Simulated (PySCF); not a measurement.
**2 BH₃ → B₂H₆**

Level: PBE0 in the def2-TZVP basis family, all electrons, no relativity, computed in PySCF with density fitting; open shells unrestricted.

| species | state and structure | ZPE (kJ/mol) | H(298 K) − H(0) (kJ/mol) | S° (J/(mol K)) |
| --- | --- | --- | --- | --- |
| BH₃ | singlet, D3h, B–H 1.193 Å (×3) | 68.6 | 10.1 | 188.4 |
| B₂H₆ | singlet, D2h, B–H 1.191 Å (×4), B–H 1.314 Å (×4); B–H–B 83.3° (×2), H–B–H 96.7° (×2), H–B–H 108.9° (×8), H–B–H 121.7° (×2) | 164.9 | 12.0 | 232.5 |

**Question.** Is the gas-phase reaction uphill or downhill in electronic energy at this level, and by how much?

**Answer.** At PBE0/def2-TZVP, ΔE = -205.9 kJ/mol, downhill.

**Question.** Add zero-point, thermal and entropy terms for 298.15 K and 1 bar.

**Answer.** ΔZPE = 27.7 and Δ[H(298) − H(0)] = -8.2 kJ/mol give ΔH° = -186.4 kJ/mol. ΔS° = -144.3 J/(mol K), so ΔG° = -186.4 − 298.15 × (-0.1443) = -143 kJ/mol and log₁₀K = 25.1. ΔG° would change sign near 1290 K if ΔH° and ΔS° stayed fixed.

Only the bonding shown was studied: isomers, or loss of a ligand pair, can lie lower.
